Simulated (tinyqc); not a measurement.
Worked calculation (part 2 of 2): UKS/LDA (PW92) in the sto-3g basis, for CH, spin multiplicity 4. Computed by tinyqc, a small Python program that keeps every step (integrals from PySCF). Command: `OMP_NUM_THREADS=1 python tinyqc.py 25387 25388 out.jsonl` (the two numbers bound the seeds that draw the settings). One thread of a shared host (Intel(R) Xeon(R) Processor @ 2.60GHz), about 1 s of CPU time with the checks.

Geometry (angstrom):
```
atom        x        y        z
C     0.00000  0.00000  0.00000
H     0.00000  0.00000  1.00400
```

## Iteration 8 (converged): orbitals

converged F(alpha) (hartree), lower triangle:
```
           1C 1s     1C 2s    1C 2px    1C 2py    1C 2pz     2H 1s
1C 1s   -9.49961
1C 2s   -2.65020  -1.17286
1C 2px   0.00000   0.00000  -0.09492
1C 2py   0.00000   0.00000   0.00000  -0.09492
1C 2pz  -0.00060  -0.05877   0.00000   0.00000  -0.19403
2H 1s   -0.82105  -0.60068   0.00000   0.00000  -0.30381  -0.39634
```

converged F(beta) (hartree), lower triangle:
```
           1C 1s     1C 2s   1C 2px   1C 2py    1C 2pz     2H 1s
1C 1s   -9.45124
1C 2s   -2.61655  -0.99737
1C 2px   0.00000   0.00000  0.08816
1C 2py   0.00000   0.00000  0.00000  0.08816
1C 2pz  -0.00865  -0.12232  0.00000  0.00000  -0.03380
2H 1s   -0.81242  -0.55006  0.00000  0.00000  -0.28663  -0.35844
```

X:
```
               1         2         3        4         5        6
1C 1s    0.21755   0.79894   0.00000  0.00000   0.59665  0.18036
1C 2s   -1.06754  -0.52472   0.00000  0.00000   0.39785  0.41012
1C 2px   0.00000   0.00000  -0.64078  0.76773   0.00000  0.00000
1C 2py   0.00000   0.00000   0.76773  0.64078   0.00000  0.00000
1C 2pz  -0.90947   0.52094   0.00000  0.00000  -0.57580  0.32239
2H 1s    1.36330  -0.19086   0.00000  0.00000  -0.16779  0.50743
```

Diagonalise F' = X^T F X, C = X C', fill 5 alpha and 2 beta electrons from the bottom; D(s) = C_occ C_occ^T. Each column has its largest component positive (the first on a tie).

F' = X^T F X (alpha) (hartree), lower triangle:
```
          1         2         3         4         5         6
1   0.44853
2  -0.36656  -4.00955
3   0.00000   0.00000  -0.09492
4   0.00000   0.00000   0.00000  -0.09492
5  -0.18083  -4.09108   0.00000   0.00000  -4.68787
6  -0.05682  -1.89032   0.00000   0.00000  -2.17472  -1.53589
```

orbital energies (alpha) (hartree): MO1 -9.51040, MO2 -0.52932, MO3 -0.24136, MO4 -0.09492, MO5 -0.09492, MO6 0.49631

coefficients C (alpha):
```
             MO1       MO2       MO3       MO4      MO5       MO6
1C 1s    0.99011  -0.23433   0.14733   0.00000  0.00000   0.13127
1C 2s    0.04157   0.71817  -0.64454   0.00000  0.00000  -0.89918
1C 2px   0.00000   0.00000   0.00000  -0.29246  0.95628   0.00000
1C 2py   0.00000   0.00000   0.00000   0.95628  0.29246   0.00000
1C 2pz   0.00665   0.17232   0.68230   0.00000  0.00000  -1.01918
2H 1s   -0.01339   0.37530   0.38012   0.00000  0.00000   1.37664
```

F' = X^T F X (beta) (hartree), lower triangle:
```
          1         2        3        4         5         6
1   0.53310
2  -0.36989  -3.88157
3   0.00000   0.00000  0.08816
4   0.00000   0.00000  0.00000  0.08816
5  -0.17070  -4.18365  0.00000  0.00000  -4.54323
6  -0.10608  -1.90644  0.00000  0.00000  -2.15392  -1.46288
```

orbital energies (beta) (hartree): MO1 -9.46041, MO2 -0.43740, MO3 -0.04576, MO4 0.08816, MO5 0.08816, MO6 0.58900

coefficients C (beta):
```
             MO1       MO2       MO3       MO4      MO5       MO6
1C 1s    0.99098  -0.19814  -0.19253   0.00000  0.00000   0.12563
1C 2s    0.03819   0.55966   0.82118   0.00000  0.00000  -0.86743
1C 2px   0.00000   0.00000   0.00000  -0.41397  0.91029   0.00000
1C 2py   0.00000   0.00000   0.00000   0.91029  0.41397   0.00000
1C 2pz   0.00730   0.25023  -0.57026   0.00000  0.00000  -1.07058
2H 1s   -0.01264   0.48805  -0.40002   0.00000  0.00000   1.33503
```

D(alpha) after iteration 8, lower triangle:
```
           1C 1s     1C 2s   1C 2px   1C 2py   1C 2pz    2H 1s
1C 1s    1.05693
1C 2s   -0.22209   0.93293
1C 2px   0.00000   0.00000  1.00000
1C 2py   0.00000   0.00000  0.00000  1.00000
1C 2pz   0.06673  -0.31574  0.00000  0.00000  0.49527
2H 1s   -0.04520   0.02397  0.00000  0.00000  0.32394  0.28552
```

D(beta) after iteration 8, lower triangle:
```
           1C 1s    1C 2s   1C 2px   1C 2py   1C 2pz    2H 1s
1C 1s    1.02131
1C 2s   -0.07304  0.31467
1C 2px   0.00000  0.00000  0.00000
1C 2py   0.00000  0.00000  0.00000  0.00000
1C 2pz  -0.04235  0.14032  0.00000  0.00000  0.06267
2H 1s   -0.10923  0.27266  0.00000  0.00000  0.12203  0.23835
```

Within a degenerate level the vectors are fixed only up to a rotation; this is one choice.

## Convergence

Stop when the energy changes by less than 1e-08 hartree and every element of the error matrix X^T (F D S - S D F) X (for each spin) is below 3e-05.

Course of the cycle:
```
iteration  E (hartree)     change  largest element of the error matrix
1          -12.8587481          -                             1.44e-01
2          -37.0487355  -2.42e+01                             3.73e-01
3          -37.4672599  -4.19e-01                             1.69e-01
4          -37.5418220  -7.46e-02                             1.30e-02
5          -37.5420118  -1.90e-04                             1.25e-03
6          -37.5420152  -3.42e-06                             1.05e-04
7          -37.5420152  -2.33e-08                             3.46e-05
8          -37.5420152  -1.53e-09                             1.31e-05
```

PySCF UKS in the same basis, fine grid, after a stability check = -37.5365500 hartree

Converged in 8 iterations. The coarse grid moves the energy by -5.47e-03 hartree.

## Populations, bond orders and dipole

overlap S, lower triangle:
```
          1C 1s    1C 2s   1C 2px   1C 2py   1C 2pz    2H 1s
1C 1s   1.00000
1C 2s   0.24836  1.00000
1C 2px  0.00000  0.00000  1.00000
1C 2py  0.00000  0.00000  0.00000  1.00000
1C 2pz  0.00000  0.00000  0.00000  0.00000  1.00000
2H 1s   0.07611  0.54122  0.00000  0.00000  0.49485  1.00000
```

Mulliken: Z minus the diagonal of D S on the atom; Loewdin: the same with S^(1/2) D S^(1/2); Mayer order: 2 sum_s sum (D(s) S)_ij (D(s) S)_ji over the two atoms.

Charges (e):
```
atom  Mulliken   Loewdin  Mulliken spin
1C    -0.10665  -0.06582        2.98264
2H     0.10665   0.06582        0.01736
```

Mayer bond orders:
```
pair    order
2-1   0.98832
```

dipole moment about the origin, x y z (debye): 0.00000  0.00000  0.24386

<S^2> of the determinant (pure state: 3.75) = 3.75144
